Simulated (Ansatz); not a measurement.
**Match the barriers**

Saddle point of BNH₅F, closed shell (BNH₄ ([BH2][NH2]) + HF → BH₂F ([BH2][F]) + NH₃ (still joined by a long B–N bond); bonds formed: B1–F6, N2–H5; bonds broken: H5–F6; bonds weakened to dative contacts: B1–N2), PBE0-D4/def2-TZVP structure:

| atom | x (Å) | y (Å) | z (Å) |
| --- | --- | --- | --- |
| B1 | 0.3525 | 0.2914 | 0.5887 |
| N2 | -0.3212 | -0.7201 | -0.3009 |
| H3 | 1.5448 | 0.2551 | 0.6301 |
| H4 | -0.2895 | 0.7081 | 1.5044 |
| H5 | -0.3381 | 0.5044 | -0.9707 |
| F6 | 0.0272 | 1.4832 | -0.7115 |
| H7 | -1.2208 | -1.0800 | -0.0207 |
| H8 | 0.2453 | -1.4420 | -0.7195 |

Computed with Ansatz 0.2.0 (basis: def2-TZVPP, with def2-QZVPP for the basis limit); correlated methods freeze the cores. Extrapolation: Hartree–Fock as exp(−7.88 √X), correlation as X^−2.97. Four methods, as single points on the PBE0-D4 structures, gave these electronic barriers from the start structure: 0.592, 0.654, 0.800, 1.127 eV.

**Question.** The methods were, in alphabetical order, BHLYP-D4, BLYP-D4, HF, PBE0-D4. Which gave which? (Judge from chemistry; the calculation decides.)

**Answer.** The calculation gives: PBE0-D4 0.592; BLYP-D4 0.654; BHLYP-D4 0.800; HF 1.127 eV. For comparison, CCSD(T) at an estimated basis limit (MP2 extrapolated from triple and quadruple zeta, plus CCSD(T) − MP2 in triple zeta) gives 0.727 eV.

The T1 diagnostic stays at or below 0.013.

Steps of this kind, hydrogen fluoride cutting a network bond, underlie vapour etching and the fluorination step of atomic layer etching.

Labels in which every atom is bracketed show which atoms are joined, not bond orders.

For scale, one of the runs: CCSD(T)/def2-TZVPP, 163 basis functions, launched by `ansatz run in.yaml --threads 2 --pin off --events-out ev --progress --plain --max-ram 4352MiB`. Hardware: 2 CPU threads of an Arm Neoverse V2, shared host. Wall time 21 s; peak host memory 1.3 GiB.
